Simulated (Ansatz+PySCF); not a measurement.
Two shapes of doublet CHO.

Shape 1:

```xyz
3

C     0.0623    0.5842    0.0000
O     0.0623   -0.5901    0.0000
H    -0.8720    1.2152    0.0000
```

Shape 2:

```xyz
3

C     0.0623    0.5675    0.0000
O     0.0623   -0.5567    0.0000
H    -0.8720    1.1985    0.0000
```

Basis set: cc-pVTZ (spherical functions). Correlated methods keep 2 orbitals frozen. Correlation on ROHF uses semicanonical orbitals with singles. Charge 0, multiplicity 2.

Computed with Ansatz (development build ahead of 0.2.0) and PySCF 2.14.0; each method stands on the lowest determinant of its kind that the runs found.

Problem. Which shape is lower in energy, and by how much in each method?

Solution.

```
      method  E(2) − E(1) (eV)
        ROHF             0.009
         UHF             0.011
    ROHF-MP2             0.176
     UHF-MP2             0.176
ROHF-CCSD(T)             0.174
```

Shape 1 is lower.
